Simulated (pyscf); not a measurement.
This saddle point was located with ωB97X-D3(BJ)/def2-SVP in PySCF.

```xyz
10

O     -0.3532    -1.4466     1.4022
Si    -0.1249    -0.5092     0.0650
O      0.6270    -0.9175    -1.3568
O     -1.6926    -0.3715    -0.4633
H      0.4424    -1.6003     1.9202
H     -0.1449     1.1771     0.4048
H      1.5816    -1.0249    -1.3010
H     -1.7667    -0.3033    -1.4209
H      1.4793    -0.0958     0.7014
H      0.7358     0.7798     0.6264
```
Charge 0, spin multiplicity 1.

Surface: singlet, charge 0. Lowest wavenumbers (cm⁻¹): 1455i, 167, 240, 342, 391.

Task: Name the species on either side of this saddle.

Result: HO–SiH(OH)–OH + H₂ <-> HO–SiH(OH)–OH + H₂, a four-centre exchange read from left to right: H–Si, H–H broken and H–Si, H–H formed. At ωB97M-D3(BJ)/def2-TZVP it lies +62.3 kcal/mol from the left side and +62.3 kcal/mol from the right (each side as separated species at their lowest minima found). At the saddle there is also a short H–Si contact that neither side keeps. The same reactants have a lower exit, to HO–SiH₂–OH + H₂O (barrier +53.2 kcal/mol at ωB97M-D3(BJ)/def2-TZVP, against +62.3 kcal/mol here). One saddle was located; it need not be the lowest between these sides.
